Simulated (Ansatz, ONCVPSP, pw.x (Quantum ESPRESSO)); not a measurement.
# antimony (Sb) (bcc): variants of one ONCV potential in the solid

antimony (Sb), optimised norm-conserving Vanderbilt (ONCV), made with ONCVPSP 4.0.1.1 (patched build) (PBEsol, scalar-relativistic). Core [Ar] 3d10, reference 4s2 4p6 4d10 5s2 5p3. Waves: 4s+5s: rc 1.15 bohr, ncon 5, nbas 9, qcut 10.9 1/bohr, 3 projectors, debl 1.5 Ha; 4p+5p: rc 1.60 bohr, ncon 4, nbas 7, qcut 8.8 1/bohr, 2 projectors; 4d: rc 1.00 bohr, ncon 4, nbas 8, qcut 10.9 1/bohr, local. Local part: the d channel. Core correction: none.

Crystal test: bcc Sb in pw.x 7.5, no spin, 12³ k-points, Fermi–Dirac smearing 0.01 Ry, cutoffs set for each file from its atomic test. The reference is all-electron LAPW (Ansatz 0.2.0) with the same functional, mesh and smearing; V0 and B0 come from Birch–Murnaghan fits to the pressures at five volumes. Errors are pseudo minus all-electron; Δ is the rms difference of the E(V) curves that follow from these fits, minima aligned, over ±6 % about the mean V0. Mesh and smearing are coarse, so the numbers serve the comparison and aren't converged zero-temperature values; the lattice is a test structure that the element need not adopt.

All-electron: a0 = 3.732 Å (V0 = 25.99 Å³/atom), B0 = 69.6 GPa.

1 further variants are left out: they gave no file fit for a test, a broken result, the same result as the base, or pressures whose basis-set error rivals the error shown.

```json
{"change": "base", "cutoffs (Ry)": "135/540", "pw.x": "converged", "a0 (Å)": "3.734", "a0 error (%)": "+0.07", "B0 error (%)": "-0.2", "Δ (meV/atom)": "0.8", "mean pressure error (GPa)": "+0.14"}
{"change": "p: qcut 5.9", "cutoffs (Ry)": "140/560", "pw.x": "converged", "a0 (Å)": "3.734", "a0 error (%)": "+0.05", "B0 error (%)": "+0.1", "Δ (meV/atom)": "0.6", "mean pressure error (GPa)": "+0.11"}
{"change": "p: qcut 7.9", "cutoffs (Ry)": "135/540", "pw.x": "converged", "a0 (Å)": "3.734", "a0 error (%)": "+0.07", "B0 error (%)": "-0.2", "Δ (meV/atom)": "0.8", "mean pressure error (GPa)": "+0.14"}
```
